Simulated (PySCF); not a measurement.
How far each method lies from RCCSDT for SnH$_{2}$, triplet

Geometry: that of the SnH2⁻, doublet, kept fixed.

```json
{"atom": "Sn", "x (Å)": "0.0000", "y (Å)": "-0.0211", "z (Å)": "0.0000"}
{"atom": "H", "x (Å)": "0.0000", "y (Å)": "1.2419", "z (Å)": "-1.2881"}
{"atom": "H", "x (Å)": "0.0000", "y (Å)": "1.2419", "z (Å)": "1.2881"}
```

Basis def2-SVPD with its core potentials; PySCF 2.14.0. Correlated methods freeze the noble-gas cores and the filled d shells of p-block atoms, which leaves 6 electrons in 39 orbitals. Prefix R: restricted or restricted open-shell reference; prefix U: unrestricted. No spin–orbit coupling is included; scalar relativity enters through the core potentials alone.

Full CI isn't at hand for all of this; RCCSDT serves as the reference. It lacks quadruple excitations. The frozen core follows each run's orbitals, which can shift R against U totals by a few meV for light atoms and by up to 0.1 eV past Ca.

* UHF ⟨S²⟩: 2.008
* T1 diagnostic (ROHF- or RHF-based CCSD): 0.0252
* largest doubles amplitude (ROHF- or RHF-based CCSD): 0.044

```
   level  E − E(RCCSDT) (kcal/mol)  share of correlation (%)  wall time
     RHF                     59.62                      0.00          –
    RMP2                     16.15                     72.91          –
   RCCSD                      1.93                     96.76          –
RCCSD(T)                      0.49                     99.18      1.7 s
```

The correlation energy at RCCSDT, counted from RHF, is -2.585 eV. That run took 45 s on 1 thread of Arm Neoverse V2, shared host.

Run but not shown, since their state, orbitals or frozen core can't be matched to the reference's or they repeat it: UHF, UMP2, UCCSD, UCCSD(T).

Times are those of the correlated step on a shared host, with one SCF added for the restricted CCSD run; they ran on 1 thread of Arm Neoverse V2.
